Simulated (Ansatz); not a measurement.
## Correlation methods on HCO, doublet

Program: Ansatz, Gaussian basis, development build; BCCD by scripts on PySCF. Settings: STO-3G; 2 core orbitals frozen; no relativity. Perturbation and coupled-cluster methods stand on the Hartree–Fock determinant that coupled cluster favours; RHF here means ROHF, with semicanonical perturbation theory. The state met can differ between shapes. A minimal or small basis: far from the basis limit. The unrestricted determinant is a mixture of spins, so it may stand for another state.

Shape A. A bond is stretched, to 2.42 times the sum of the covalent radii.

```xyz
3

C     0.0000    0.0000    0.0000
H     0.0000    0.9200   -0.6300
O     0.0000    0.0000    3.4339
```

Shape B. A bond is stretched, to 1.86 times the sum of the covalent radii.

```xyz
3

C     0.0000    0.0000    0.0000
H     0.0000    0.9200   -0.6300
O     0.0000    0.0000    2.6460
```

Shape C. A bond is stretched, to 2.81 times the sum of the covalent radii.

```tsv
atom	x (Å)	y (Å)	z (Å)
C	0.0000	0.0000	0.0000
H	0.0000	2.4840	-1.7010
O	0.0000	0.0000	1.1760
```

Correlation energy of CCSD(T), then each method's total less that of CCSD(T), in eV:

```
 case  E corr CCSD(T)    CCSD    BCCD  BCCD(T)   determinant
A UHF          -0.559   0.000   0.000    0.000  ⟨S²⟩ = 2.754
B UHF          -0.599  +0.005  +0.005   -0.001  ⟨S²⟩ = 2.736
C RHF          -4.031  +0.241  +0.295   +0.002             –
```

(1) How far does full CI lie from CCSD(T) in each case, and where is CCSD(T) within 1 kcal/mol (0.043 eV)?

## Answers

(1) A UHF: 0.000 eV (within, spin-contaminated determinant); B UHF: -0.039 eV (within, spin-contaminated determinant); C RHF: -0.025 eV (within).

Several Brueckner solutions were met.
